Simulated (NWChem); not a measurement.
# One shape, several levels: LiH (SMILES [LiH])

We compute a comparison of 6 runs (HF/STO-3G, M06-2X/cc-pVTZ, revPBE/cc-pVTZ, MP2/STO-3G, MP2/cc-pVTZ, CR-CCSD(T)/cc-pVTZ) of LiH. 

The calculation is run with NWChem 7.3.0.

1 further run of the same task is left out (set aside as unsound or not needed).

### 1 Starting point

The species is LiH (2 atoms), meant as a singlet with charge 0. As SMILES, `[LiH]`. Geometry: the measured bond length.

Bond lengths: Li1–H2 1.596 Å.

### 2 Energy and forces at HF/STO-3G (run 1)

File job.xyz:

```xyz
2

Li     0.000000     0.000000     0.000000
H      0.000000     0.000000     1.595700
```

File run.py:

```python
from ase.io import read
from ase.calculators.nwchem import NWChem

mol = read('job.xyz')

calc = NWChem(
    label='job',
    theory='scf',
    memory='2200 mb',
    basis='STO-3G',
    basispar='spherical bse',
    scf={'nopen': '0', 'rhf': None, 'thresh': '1e-08', 'maxiter': '80'},
)
mol.calc = calc

forces = mol.get_forces()
e = mol.get_potential_energy()
print(f"E = {e:.6f} eV")
print("forces (eV/A):")
for s, f in zip(mol.symbols, forces):
    print(f"{s:2s} {f[0]:10.5f} {f[1]:10.5f} {f[2]:10.5f}")
print("dipole (e A):", mol.get_dipole_moment().round(4))
```

Run with:

```console
$ export ASE_NWCHEM_COMMAND="nwchem PREFIX.nwi > PREFIX.nwo"
$ python run.py
```

The log of the run:

```text
E = -213.935974 eV
forces (eV/A):
Li   -0.00000   -0.00000    0.85001
H     0.00000    0.00000   -0.85001
dipole (e A): [-0.     -0.     -1.0113]
```

The calculator wrote job.nwi:

```
title "job"

permanent_dir job

scratch_dir job

start job

geometry units angstrom nocenter noautosym noautoz
  Li 0.0000000000000000e+00 0.0000000000000000e+00 0.0000000000000000e+00
  H  0.0000000000000000e+00 0.0000000000000000e+00 1.5956999999999999e+00
end

memory 2200 mb

basis spherical bse noprint
   * library STO-3G
end

scf
  nopen 0
  rhf
  thresh 1e-08
  maxiter 80
end

task scf gradient
```

job.nwo:

```text
Northwest Computational Chemistry Package (NWChem) 7.3.0
             --------------------------------------------------------

           Job information
           ---------------

    nwchem branch   = 7.3.0
    use scalapack   = T
    input           = job.nwi
    prefix          = job.
    data base       = job/job.db
    status          = startup
    nproc           =        1

           Memory information
           ------------------

    heap     =     72089596 doubles =      550.0 Mbytes
    stack    =     72089601 doubles =      550.0 Mbytes
    global   =    144179200 doubles =     1100.0 Mbytes (distinct from heap & stack)
    total    =    288358397 doubles =     2200.0 Mbytes
    verify   = yes
    hardfail = no

           Directory information
           ---------------------

  0 permanent = job
  0 scratch   = job

                                NWChem Input Module
                                -------------------

                                        job
                                        ---

[... 89 lines left out ...]
 Convergence threshold     :          1.000E-08
[... 12 lines left out ...]
       Final RHF  results
[... 3 lines left out ...]
      One-electron energy =    -12.445167670298
[... 1 line left out ...]
 Nuclear repulsion energy =      0.994881084790
[... 14 lines left out ...]
                       ROHF Final Molecular Orbital Analysis
[... 53 lines left out ...]
       Multipole analysis of the density wrt the origin
       ------------------------------------------------

     L   x y z        total         open         nuclear
     -   - - -        -----         ----         -------
     0   0 0 0     -0.000000      0.000000      4.000000

     1   1 0 0     -0.000000      0.000000      0.000000
[... 8 lines of this table left out ...]
     2   0 0 2     -6.565280      0.000000      9.092853

                              NWChem Gradients Module
                              -----------------------

                                        job

  wavefunction    =   RHF

                         RHF ENERGY GRADIENTS

    atom               coordinates                        gradient
                 x          y          z           x          y          z
   1 Li      0.000000   0.000000   0.000000    0.000000   0.000000  -0.016530
   2 H       0.000000   0.000000   3.015436   -0.000000  -0.000000   0.016530

                 ----------------------------------------
                 |  Time  |  1-e(secs)   |  2-e(secs)   |
                 ----------------------------------------
                 |  CPU   |       0.00   |       0.00   |
                 ----------------------------------------
                 |  WALL  |       0.00   |       0.00   |
                 ----------------------------------------

 Task  times  cpu:        0.0s     wall:        0.0s
 Total times  cpu:        0.1s     wall:        0.1s
```

It took 1.2 s on 1 thread of Intel Xeon Platinum 8259CL at 2.50GHz (Skylake/Cascade Lake), shared host; peak memory 0.099 GiB.

### 3 Energy and gradient at M06-2X/cc-pVTZ (run 2)

File job.nw:

```
start job
title "HLi"
memory 2200 mb

geometry units au noautosym nocenter noautoz
  Li     0.00000000     0.00000000     0.00000000
  H      0.00000000     0.00000000     3.01543598
end

basis spherical bse
  * library cc-pVTZ
end

dft
  xc m06-2x
  grid xfine
  convergence energy 1e-08
  maxiter 100
  mulliken
  noprint "final vectors analysis"
end

task dft gradient
```

Run with:

```console
$ nwchem job.nw > job.out
```

The log of the run:

```text
[...]
          Wavefunction type:  closed shell.
          No. of atoms     :     2
          No. of electrons :     4
[...]
          Charge           :     0
          Spin multiplicity:     1
[...]
          AO basis - number of functions:    44
[...]
              XC Information
              --------------
                       M06-2X Method XC Functional
                     Hartree-Fock (Exact) Exchange  0.540
                        M06-2X Exchange Functional  1.000
                      M06-2X Correlation Potential  1.000
[...]
 d= 0,ls=0.0,diis     1     -8.0642970443 -9.06D+00  8.09D-03  2.69D-02     0.7
[...]
 d= 0,ls=0.0,diis     9     -8.0698105466 -8.55D-10  5.58D-07  1.73D-10     5.7
         Total DFT energy =       -8.069810546576
      One electron energy =      -12.461656720616
           Coulomb energy =        5.618566119350
    Exchange-Corr. energy =       -2.221600957507
 Nuclear repulsion energy =        0.994881012198
[...]
      Total Density - Mulliken Population Analysis
     ---------------------------------------------
    Atom       Charge   Shell Charges
 -----------   ------   -------------------------------------------------------
    1 Li   3     2.92   1.98 -0.00  0.43  0.13  0.18  0.15  0.01  0.02  0.02  0.01
    2 H    1     1.08   0.22  0.49  0.36  0.00  0.00  0.00
[...]
  wavefunction    = closed shell
                         DFT ENERGY GRADIENTS
    atom               coordinates                        gradient
                 x          y          z           x          y          z
   1 Li      0.000000   0.000000   0.000000    0.000000   0.000000  -0.000988
   2 H       0.000000   0.000000   3.015436   -0.000000  -0.000000   0.000988
[...]
```

Wall time 8.1 s (1 thread of Intel Xeon Platinum 8259CL at 2.50GHz (Skylake/Cascade Lake), shared host); peak memory 0.11 GiB.

Runs 3 to 4 aren't shown in full; the table further down has their settings and results.

### 4 Energy and gradient at MP2/cc-pVTZ (run 5)

job.xyz is that of step 2.

File job.nw:

```
start job
memory total 2200 mb
charge 0
geometry noautosym nocenter noautoz
  load job.xyz
end
basis spherical bse
  Li library cc-pVTZ
  H library cc-pVTZ
end
scf
  thresh 1e-08
  maxiter 80
end
mp2
  tight
end
task mp2 gradient
```

Run with:

```console
$ nwchem job.nw > job.out
```

The log of the run:

```text
[...]
  functions       =    44
[...]
  wavefunction    = RHF
[...]
         Total SCF energy =     -7.986649234030
      One-electron energy =    -12.467557560060
      Two-electron energy =      3.486027241240
 Nuclear repulsion energy =      0.994881084790
        Time for solution =      1.3s
[...]
          Total MP2 energy            -8.025954981534
[...]
                         mp2 ENERGY GRADIENTS
    atom               coordinates                        gradient
                 x          y          z           x          y          z
   1 Li      0.000000   0.000000   0.000000    0.000000  -0.000000  -0.000567
   2 H       0.000000   0.000000   3.015436   -0.000000   0.000000   0.000567
[...]
```

Run time: 4.8 s. Hardware: 1 thread of Intel Xeon Platinum 8259CL at 2.50GHz (Skylake/Cascade Lake), shared host; peak memory 0.11 GiB.

### 5 A single-point energy at CR-CCSD(T)/cc-pVTZ (run 6)

File nw.nw:

```
start nw
title "HLi"
memory stack 880 mb heap 220 mb global 1100 mb

geometry units angstrom noautosym nocenter noautoz
  Li       0.000000       0.000000       0.000000
  H        0.000000       0.000000       1.595700
end

basis spherical bse
  * library cc-pVTZ
end

scf
  thresh 1e-08
  maxiter 80
  noprint "final vectors analysis"
end

tce
  scf
  cr-ccsd(t)
  maxiter 60
end

task tce energy
```

Run with:

```console
$ nwchem nw.nw > nw.out
```

The log of the run:

```text
[...]
  functions       =    44
[...]
  wavefunction    = RHF
[...]
         Total SCF energy =     -7.986649234030
      One-electron energy =    -12.467557560061
      Two-electron energy =      3.486027241241
 Nuclear repulsion energy =      0.994881084790
        Time for solution =      1.4s
[...]
         Wavefunction type : Restricted Hartree-Fock
          No. of electrons :     4
[...]
         Spin multiplicity : singlet
[...]
 CCSD total energy / hartree       =        -8.036578190699332
[...]
 CR-CCSD[T] total energy / hartree       =        -8.036645751457412
[...]
 CR-CCSD(T) total energy / hartree       =        -8.036644998821805
[...]
```

Run time: 4.8 s. Hardware: 1 thread of Intel Xeon Platinum 8259CL at 2.50GHz (Skylake/Cascade Lake), shared host; peak memory 0.21 GiB.

### 6 All runs side by side

```
run               level  iteration cap  module  energy (Eh)  dipole moment (D)  HOMO energy (eV)  LUMO energy (eV)  wall time
  1           HF/STO-3G             80     scf    -7.862002               4.86             -7.77              2.13      1.2 s
  2      M06-2X/cc-pVTZ            100     dft    -8.069811               5.75                 –                 –      8.1 s
  3      revPBE/cc-pVTZ            100     dft    -8.074476               5.61             -4.34             -1.64      5.1 s
  4          MP2/STO-3G             80     mp2    -7.874872               4.75             -7.77              2.13     0.62 s
  5         MP2/cc-pVTZ             80     mp2    -8.025955               5.91             -8.20             -0.01      4.8 s
  6  CR-CCSD(T)/cc-pVTZ             80     tce    -8.036645                  –                 –                 –      4.8 s
```

### 7 Outcome

| quantity | value |
| --- | --- |
| run 6: total energy | -8.03664 Eh |
| run 6: correlation energy | -50.0 mEh |

**Reading.** Over runs 1, 2, 3, 4, 5 the dipole moment (its size) runs from 4.75 D (MP2/STO-3G) to 5.91 D (MP2/cc-pVTZ). Totals of different functionals can't be ranked against each other. In runs 1, 4 the basis is minimal, so the values are rough. All runs together took 25 s, the longest 8.1 s.
